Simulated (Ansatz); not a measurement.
The input, for Ansatz 0.2.0:

```yaml
crystal:
  periodic: [false, false, false]
  atoms:
    - {symbol: N, position_ang: [0.000000, 0.000000, 0.000000]}
    - {symbol: O, position_ang: [0.000000, 0.000000, 1.377000]}
basis:
  gaussian: {orbitals: 6-31G}
total_charge: 1
magnetization: {spin_polarized: false, initial_magnetization: 2}
correlation: {method: ccsdtq, electrons: outside_noble_gas}
```

```sh
$ ansatz run in.yaml --threads 1 --pin off --events-out ev --progress --plain --max-ram 2393MiB
```

Log:

```
336 factors; integrals over basis functions are off by at most 3.5e-8 eV
mean field evaluation 1: about -3492.4142 eV, gradient 4.2e1 eV
mean field evaluation 2: about -3492.4266 eV, gradient 4.2e1 eV
mean field evaluation 4: about -3497.4418 eV, gradient 2.5e0 eV
mean field evaluation 8: about -3497.7227 eV, gradient 6.1e-1 eV
mean field evaluation 16: about -3497.7393 eV, gradient 2.5e-6 eV
mean field evaluation 32: about -3500.2044 eV, gradient 2.2e-1 eV
mean field evaluation 64: about -3497.7393 eV, gradient 3.6e-5 eV
mean field evaluation 96: about -3497.9861 eV, gradient 1.9e1 eV
mean field evaluation 128: about -3497.7487 eV, gradient 6.2e-2 eV
mean field evaluation 160: about -3499.5899 eV, gradient 1.0e0 eV
...
mean field -3500.20578418 eV, -128.6301900440 hartree, gradient 1.9e-6 eV, S^2 2.000000; 16 other end points of the search recorded, 0 dependent functions left out
...
determinant -3500.20578418 eV, -128.6301900440 hartree, with singles and doubles -3505.89029884 eV, -128.8390921047 hartree
determinant -3499.46948811 eV, -128.6031316625 hartree, with singles and doubles -3504.92220713 eV, -128.8035153905 hartree
determinant -3497.73925188 eV, -128.5395466539 hartree, with singles and doubles -3504.98927086 eV, -128.8059799371 hartree
determinant -3497.30511470 eV, -128.5235924068 hartree, with singles and doubles -3504.76969401 eV, -128.7979106366 hartree
determinant -3499.44168329 eV, -128.6021098541 hartree, with singles and doubles -3505.91710996 eV, -128.8400773949 hartree
determinant -3499.44168329 eV, -128.6021098541 hartree, with singles and doubles -3506.04549377 eV, -128.8447954132 hartree
determinant -3500.20578418 eV, -128.6301900440 hartree, with singles and doubles -3505.99989600 eV, -128.8431197261 hartree
the reference fills the natural orbitals of an unrestricted determinant, so it is not stationary
unrestricted determinant -3500.67672921 eV, -128.6474969547 hartree, S^2 2.6874
2 core orbitals not correlated: weight in the atoms' cores, before any rotation towards them, 1.000 or more for the frozen orbitals, at most 0.000 for the correlated occupied ones
reference -3499.44168329 eV, -128.6021098541 hartree; 6, 4 occupied and 10, 12 virtual orbitals, 336 factors
second order -6.19085624 eV of doubles, -0.28558803 eV of singles
...
cycle  20  -7.46096702 eV  change   -1.3e-5 eV  update   2.1e-5
cycle  21  -7.46099376 eV  change   -2.7e-5 eV  update   1.4e-5
cycle  22  -7.46101643 eV  change   -2.3e-5 eV  update   1.0e-5
cycle  23  -7.46101118 eV  change    5.2e-6 eV  update   6.9e-6
cycle  24  -7.46103242 eV  change   -2.1e-5 eV  update   4.9e-6
cycle  25  -7.46102840 eV  change    4.0e-6 eV  update   3.1e-6
cycle  26  -7.46102284 eV  change    5.6e-6 eV  update   2.2e-6
cycle  27  -7.46102017 eV  change    2.7e-6 eV  update   1.3e-6
cycle  28  -7.46101860 eV  change    1.6e-6 eV  update   7.3e-7
cycle  29  -7.46101816 eV  change    4.4e-7 eV  update   4.1e-7
WARN: these amplitudes may be one of several solutions (largest doubles amplitude 0.97, level shift 0.68 eV)
Total energy: -3506.90270144 eV, -128.8762972141 hartree
```

The determinant lies 0.76 eV above the lowest one of its kind in the log.

Ran on 1 thread of AMD EPYC 7B13, shared host: 52 s wall, 0.21 GiB peak host memory.
